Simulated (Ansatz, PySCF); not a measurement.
System: CH5N, charge 0, singlet. CH5N (SMILES CN).
B3LYP-D3(BJ)/def2-TZVP minimum from Ansatz (an electronic-structure program):
```
C
H 1 1.0912
H 1 1.0912 2 107.19
H 1 1.0988 2 107.88 3 -115.94
N 1 1.4624 2 109.21 3 118.20
H 5 1.0129 1 110.75 2 -179.27
H 5 1.0129 6 106.88 1 120.72
```
Charge 0, spin multiplicity 1.

Quantity: enthalpy of formation at 298 K (by atomisation, with ideal-gas terms from PySCF's Hessian at B3LYP-D3(BJ)/def2-TZVP and the atoms' measured values of the G2/97 table; no spin-orbit terms), in kJ/mol. Open shells are spin-unrestricted; no spin-orbit coupling. CBS(X,Y): correlation extrapolated as X^-3, Hartree-Fock from the larger set (Q,5: extrapolated as (X+1)exp(-9√X)). A bracket is a step between two methods taken in the basis named. Functionals run without relativity, which enters their misses. Double hybrids freeze cores in their MP2 part. '+ core + X2C': CCSD(T) terms for core correlation (cc-pwCVTZ) and scalar relativity (cc-pVTZ-DK). Where a partner has so few electrons that a lower coupled-cluster level is exact, that level stands in.

Measured: -5.0 kcal/mol, -20.9 kJ/mol (Active Thermochemical Tables 1.112 (ions: stationary electron), as tabulated in the package chemicals); atomic spin-orbit terms, which the calculations lack, would raise the computed values.

**Question.** How far off this value is PBE/def2-TZVPD (Ansatz), in which direction, and which of these levels come nearer: r2SCAN/def2-TZVPD, PBE0/def2-TZVPD, wB97M-V/def2-TZVPD, B2PLYP/def2-TZVPD, CCSD(T)/CBS(cc-pVQZ,cc-pV5Z) + core + X2C?

**Answer.** PBE gives -53.3 kJ/mol, 32.4 kJ/mol below it. Errors of the others: r2SCAN/def2-TZVPD (Ansatz) 19.8; PBE0/def2-TZVPD (Ansatz) 8.6; wB97M-V/def2-TZVPD (Ansatz) -3.8; B2PLYP/def2-TZVPD (Ansatz) 29.7; CCSD(T)/CBS(cc-pVQZ,cc-pV5Z) + core + X2C (Ansatz) 0.1; CCSD(T)/CBS(cc-pVQZ,cc-pV5Z) + [CCSDT(Q) - CCSD(T)]/cc-pVDZ + core + X2C (Ansatz) -1.5 kJ/mol. Nearer than PBE: r2SCAN/def2-TZVPD, PBE0/def2-TZVPD, wB97M-V/def2-TZVPD, B2PLYP/def2-TZVPD, CCSD(T)/CBS(cc-pVQZ,cc-pV5Z) + core + X2C, CCSD(T)/CBS(cc-pVQZ,cc-pV5Z) + [CCSDT(Q) - CCSD(T)]/cc-pVDZ + core + X2C.
